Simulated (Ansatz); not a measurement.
# B₂H₅ (charge -1), SMILES B[BH3-]: a relaxed scan of one distance

Computed with Ansatz 0.2.0, Python API.

At the Python prompt:
```pycon
>>> import ansatz as az
>>> import numpy as np
>>> b2h5 = (
...     az.Crystal.molecule()
...     .atom("B", (0.9476, 0.1068, 0.0053))
...     .atom("B", (-0.7081, -0.0806, -0.0041))
...     .atom("H", (1.6509, -0.8325, -0.1297))
...     .atom("H", (1.4188, 1.1805, 0.1472))
...     .atom("H", (-1.1557, 0.2965, 1.0332))
...     .atom("H", (-0.979, -1.2303, -0.1583))
...     .atom("H", (-1.1745, 0.5594, -0.8937))
... )
>>> setup = b2h5.calculation().basis(gaussian="def2-SVP").functional("pbe").charge(-1)
>>> symbols = [site.symbol for site in b2h5.cartesian_sites]
>>> pairs = [(0, 1), (0, 2), (0, 3), (1, 4), (1, 5), (1, 6)]
>>> print("held (A)   E (eV)        ", "  ".join(f"{symbols[i]}{i}-{symbols[j]}{j}" for i, j in pairs))
held (A)   E (eV)         B0-B1  B0-H2  B0-H3  B1-H4  B1-H5  B1-H6
>>> for length in [1.1, 1.19, 1.29, 1.43, 1.61]:
...     rep = setup.relax(constraints=[az.DistanceConstraint((1, 6), at=length)], force_tolerance=0.02, max_steps=60).run().report
...     xyz = np.array(rep["positions_ang"])
...     print(f"{length:6.2f} {rep['free_energy_ev']:14.5f}  ", "  ".join(f"{np.linalg.norm(xyz[i] - xyz[j]):.3f}" for i, j in pairs))
...
DeckWarning: relax.constraints: the input's atoms, or those drawn, lie off the distances that are held; a relaxation that starts there is brought onto them ahead of its first SCF, by positions alone, an atom by 4.55e-2 Å at the most. With the symmetry detection on, the symmetry is detected on the input's atoms as so brought (as typed, where only the drawn atoms reach the distances), and notices that speak of the structure as typed mean those atoms
  1.10    -1429.56171   1.642  1.243  1.245  1.391  1.245  1.100
  1.19    -1429.77796   1.639  1.243  1.244  1.394  1.244  1.190
  1.29    -1429.75730   1.634  1.242  1.242  1.242  1.242  1.290
  1.43    -1429.80252   1.640  1.243  1.243  1.243  1.243  1.430
  1.61    -1429.70508   1.649  1.244  1.244  1.244  1.244  1.610
```

Total energies depend on the basis set; only differences at equal settings carry meaning. Warnings are shown shortened and without file and line. The energies are electronic: no zero-point or thermal terms, and the basis set is short of its limit. Anions want diffuse functions, which this basis lacks. The whole script took 58 s on 1 thread of Arm Neoverse V2 (shared host), peak memory 0.17 GiB.
